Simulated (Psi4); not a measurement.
# One shape, several levels: Si2H6O (SMILES [SiH3]O[SiH3])

Aim: a comparison of 3 runs (HF/cc-pVDZ, MP2/cc-pVDZ, CCSD(T)/cc-pVDZ) of Si2H6O. 

The results are computed with Psi4 1.11.

3 further runs of the same task are left out: 1 that didn't finish, 2 set aside as unsound or not needed.

### 1 The molecule

Si2H6O has 9 atoms, charge 0, and is taken as a singlet. SMILES: `[SiH3]O[SiH3]`. One bond was lengthened or shortened from a relaxed shape.

Bond lengths: Si1–O2 1.879 Å, O2–Si3 1.634 Å, Si1–H4 1.487 Å, Si1–H5 1.483 Å, Si1–H6 1.487 Å, Si3–H7 1.483 Å, Si3–H8 1.486 Å, Si3–H9 1.487 Å. Some angles: Si1–O2–Si3 147.2°, O2–Si1–H4 110.2°, O2–Si1–H5 108.3°, O2–Si1–H6 110.2°, O2–Si3–H7 108.3°, O2–Si3–H8 110.2°, O2–Si3–H9 110.2°, H4–Si1–H5 109.6°, H4–Si1–H6 109.0°, H5–Si1–H6 109.6°.

### 2 Energy and forces at HF/cc-pVDZ (run 1)

Contents of input.dat:

```
memory 2200 mb

molecule geom {
  0 1
  Si    -1.66420810     2.26182643    -1.92872629
  O      0.80417295     0.17194618    -0.46370100
  Si     1.46561489    -1.96306640     1.66626601
  H     -3.69940534     0.70076147    -3.07416489
  H     -0.43654752     3.81094831    -3.91426153
  H     -2.79025810     3.94387165     0.01929788
  H      4.20326113    -2.53814785     1.51179980
  H     -0.01759335    -4.30026077     1.18822199
  H      0.84714532    -0.99752973     4.23092672
  units bohr
  symmetry c1
  no_reorient
  no_com
}

set {
  puream true
  e_convergence 1e-09
  d_convergence 1e-08
  scf_type pk
}

E, wfn = gradient('scf/cc-pVDZ', return_wfn=True)
```

On the command line:

```
$ psi4 -n 1 input.dat output.dat
```

output.dat:

```text
[...]
  Running in c1 symmetry.
[...]
  Nuclear repulsion =  151.324139043012764
[...]
  Multiplicity = 1
[...]
  Nalpha       = 21
  Nbeta        = 21
[...]
    Number of basis functions: 80
[...]
   @RHF iter   1:  -656.17058847007081   -1.02210e+00   5.31832e-03 ADIIS/DIIS
[...]
   @RHF iter  10:  -656.26578724825754   -1.04592e-11   7.44252e-09 DIIS
[...]
    Orbital Energies [Eh]
    ---------------------
    Doubly Occupied:
       1A    -68.847170     2A    -68.800976     3A    -20.542685
       4A     -6.185956     5A     -6.144585     6A     -4.292371
       7A     -4.292351     8A     -4.292142     9A     -4.252064
      10A     -4.250581    11A     -4.250544    12A     -1.285416
      13A     -0.762565    14A     -0.688231    15A     -0.564246
      16A     -0.550633    17A     -0.549881    18A     -0.494117
      19A     -0.493534    20A     -0.438127    21A     -0.434595
[...]
  @RHF Final Energy:  -656.26578724825754
   => Energetics <=
    Nuclear Repulsion Energy =            151.3241390430127638
    One-Electron Energy =               -1210.3543173477107757
    Two-Electron Energy =                 402.7643910564405019
    Total Energy =                       -656.2657872482575385
[...]
 Multipole Moments:
 ------------------------------------------------------------------------------------
     Multipole            Electronic (a.u.)      Nuclear  (a.u.)        Total (a.u.)
 ------------------------------------------------------------------------------------
 L = 1.  Multiply by 2.5417464519 to convert [e a0] to [Debye]
 Dipole X            :         -2.2920710            1.7596808           -0.5323902
 Dipole Y            :         -5.8151393            6.1778529            0.3627137
 Dipole Z            :          7.2041336           -7.4222319           -0.2180984
 Magnitude           :                                                    0.6801231
[...]
  -Total Gradient:
     Atom            X                  Y                   Z
    ------   -----------------  -----------------  -----------------
       1       -0.045707975056     0.040492718353    -0.029083875151
       2        0.057449271592    -0.058537836818     0.044992667192
       3        0.000114244045     0.004981590232    -0.005507836791
       4       -0.004200582309     0.001941107174    -0.002431617617
       5       -0.002892174040     0.003555832158    -0.002888846630
       6       -0.003753049926     0.003490495155    -0.000919425158
       7       -0.000672295054     0.001062604760    -0.000970282285
       8       -0.000101168781     0.001739769325    -0.001367795250
       9       -0.000236270472     0.001273719659    -0.001822988312
[...]
```

Run time: 75 s. Hardware: 1 thread of Intel Xeon at 2.50GHz (Skylake/Cascade Lake), shared host; peak memory 0.34 GiB.

### 3 The energy at MP2/cc-pVDZ (run 2)

Contents of input.inp:

```
memory 2200 mb

molecule {
  0 1
  Si
  O 1 1.8789
  Si 2 1.633825 1 147.20399
  H 1 1.486506 2 110.17127 3 -62.13547
  H 1 1.482573 4 109.61905 2 119.02727
  H 1 1.486608 5 109.63374 4 -119.57661
  H 3 1.482573 2 108.25491 1 -177.98106
  H 3 1.486499 7 109.61973 2 120.20271
  H 3 1.486625 7 109.63335 8 119.57622
  units angstrom
  symmetry c1
  no_reorient
  no_com
}

set globals {
  basis cc-pVDZ
  puream true
  e_convergence 1e-09
  d_convergence 1e-08
  scf_type pk
  num_frozen_docc 11
  mp2_type conv
}

result, w = energy("mp2", return_wfn=True)
print_variables()
```

On the command line:

```
$ psi4 -i input.inp -o input.out -n 1
```

input.out:

```text
[...]
  Running in c1 symmetry.
[...]
  Nuclear repulsion =  151.324135108828528
[...]
  Multiplicity = 1
[...]
  Nalpha       = 21
  Nbeta        = 21
[...]
    Number of basis functions: 80
[...]
   @RHF iter   1:  -656.17058842424285   -1.02210e+00   5.31832e-03 ADIIS/DIIS
[...]
   @RHF iter  10:  -656.26578721690032   -1.15961e-11   7.44253e-09 DIIS
[...]
    Orbital Energies [Eh]
    ---------------------
    Doubly Occupied:
       1A    -68.847170     2A    -68.800976     3A    -20.542684
       4A     -6.185956     5A     -6.144585     6A     -4.292371
       7A     -4.292351     8A     -4.292142     9A     -4.252064
      10A     -4.250581    11A     -4.250543    12A     -1.285416
      13A     -0.762565    14A     -0.688231    15A     -0.564246
      16A     -0.550633    17A     -0.549881    18A     -0.494117
      19A     -0.493534    20A     -0.438127    21A     -0.434595
[...]
  @RHF Final Energy:  -656.26578721690032
   => Energetics <=
    Nuclear Repulsion Energy =            151.3241351088285285
    One-Electron Energy =               -1210.3543101028367346
    Two-Electron Energy =                 402.7643877771077427
    Total Energy =                       -656.2657872169004349
[...]
 Multipole Moments:
 ------------------------------------------------------------------------------------
     Multipole            Electronic (a.u.)      Nuclear  (a.u.)        Total (a.u.)
 ------------------------------------------------------------------------------------
 L = 1.  Multiply by 2.5417464519 to convert [e a0] to [Debye]
 Dipole X            :          0.0001799           -0.0006819           -0.0005020
 Dipole Y            :          1.0871388           -1.1811055           -0.0939666
 Dipole Z            :         -0.1840536           -0.4895469           -0.6736005
 Magnitude           :                                                    0.6801232
[...]
	SCS-MP2 Total Energy (a.u.)        :  -656.67001494916599
	SOS-MP2 Total Energy (a.u.)        :  -656.64383031114198
	SCSN-MP2 Total Energy (a.u.)       :  -656.40404210566646
[...]
	SOS-PI-MP2 Total Energy (a.u.)     :  -656.70683749351565
[...]
	MP2 Total Energy (a.u.)            :  -656.65937704284011
[...]
```

Run time: 44 s. Hardware: 1 thread of Intel Xeon at 2.50GHz (Skylake/Cascade Lake), shared host; peak memory 0.35 GiB.

### 4 A single-point energy at CCSD(T)/cc-pVDZ (run 3)

Contents of run_ase.py:

```python
import numpy as np
from ase.calculators.psi4 import Psi4
from ase import Atoms

mol = Atoms(['Si', 'O', 'Si', 'H', 'H', 'H', 'H', 'H', 'H'], positions=[
    [-0.880661, 1.196907, -1.020638],
    [0.425550, 0.090990, -0.245380],
    [0.775570, -1.038810, 0.881750],
    [-1.957641, 0.370827, -1.626778],
    [-0.231011, 2.016667, -2.071338],
    [-1.476541, 2.087007, 0.010212],
    [2.224270, -1.343130, 0.800010],
    [-0.009310, -2.275600, 0.628780],
    [0.448290, -0.527870, 2.238910],
])
calc = Psi4(atoms=mol, method='ccsd(t)', basis='cc-pVDZ', memory='2200MB', num_threads=1, charge=0, multiplicity=1, label='calc')
calc.psi4.set_options({'puream': True, 'e_convergence': 1e-09, 'd_convergence': 1e-08, 'scf_type': 'pk', 'num_frozen_docc': 11})
mol.calc = calc

print(f'energy: {mol.get_potential_energy():.6f} eV')
```

On the command line:

```
$ python run_ase.py
```

calc.dat:

```text
[...]
  Running in c1 symmetry.
[...]
  Nuclear repulsion =  151.324139051363659
[...]
  Multiplicity = 1
[...]
  Nalpha       = 21
  Nbeta        = 21
[...]
    Number of basis functions: 80
[...]
   @RHF iter   1:  -656.17058846974044   -1.02210e+00   5.31832e-03 DIIS/ADIIS
[...]
   @RHF iter  10:  -656.26578724793342   -1.13687e-11   7.44252e-09 DIIS
[...]
    Orbital Energies [Eh]
    ---------------------
    Doubly Occupied:
       1A    -68.847170     2A    -68.800976     3A    -20.542685
       4A     -6.185956     5A     -6.144585     6A     -4.292371
       7A     -4.292351     8A     -4.292142     9A     -4.252064
      10A     -4.250581    11A     -4.250544    12A     -1.285416
      13A     -0.762565    14A     -0.688231    15A     -0.564246
      16A     -0.550633    17A     -0.549881    18A     -0.494117
      19A     -0.493534    20A     -0.438127    21A     -0.434595
[...]
  @RHF Final Energy:  -656.26578724793342
   => Energetics <=
    Nuclear Repulsion Energy =            151.3241390513636588
    One-Electron Energy =               -1210.3543173576204026
    Two-Electron Energy =                 402.7643910583235538
    Total Energy =                       -656.2657872479333037
[...]
 Multipole Moments:
 ------------------------------------------------------------------------------------
     Multipole            Electronic (a.u.)      Nuclear  (a.u.)        Total (a.u.)
 ------------------------------------------------------------------------------------
 L = 1.  Multiply by 2.5417464519 to convert [e a0] to [Debye]
 Dipole X            :          0.6149388           -1.1473291           -0.5323902
 Dipole Y            :          0.5030542           -0.1403405            0.3627137
 Dipole Z            :         -0.7645486            0.5464502           -0.2180984
 Magnitude           :                                                    0.6801231
[...]
      * MP2 total energy                      = -656.659377070546498
[...]
      * CCSD total energy                     = -656.706101238112637
[...]
      * CCSD(T) total energy                  = -656.715796361120283
```

The script printed:

```text
energy: -17870.147043 eV
```

It took 63 s on 1 thread of Intel Xeon at 2.50GHz (Skylake/Cascade Lake), shared host; peak memory 0.48 GiB.

### 5 All runs side by side

```csv
run,level,task,frozen core orbitals,energy (Eh),HOMO energy (eV),LUMO energy (eV),HOMO–LUMO gap (eV),wall time
1,HF/cc-pVDZ,gradient,0,-656.265787,-11.83,3.20,15.03,75 s
2,MP2/cc-pVDZ,energy,11,-656.659377,-11.83,3.20,15.03,44 s
3,CCSD(T)/cc-pVDZ,energy,11,-656.715796,-11.83,3.20,15.03,63 s
```

### 6 Results

| quantity | value |
| --- | --- |
| run 3: total energy | -656.71580 Eh |
| run 3: HOMO energy (Hartree–Fock orbitals) | -11.83 eV |
| run 3: LUMO energy (Hartree–Fock orbitals) | 3.20 eV |
| run 3: HOMO–LUMO gap (Hartree–Fock orbitals) | 15.03 eV |
| run 3: correlation energy (11 core orbitals frozen) | -450.0 mEh |
| run 3: (T) correction | -9.70 mEh |
| run 3: T1 diagnostic | 0.013 |

In words: Below the HF energy at the same shape and in the same basis (cc-pVDZ): MP2 -393.6 mEh; CCSD(T) -450.0 mEh. All runs together took 3 min, the longest 75 s.
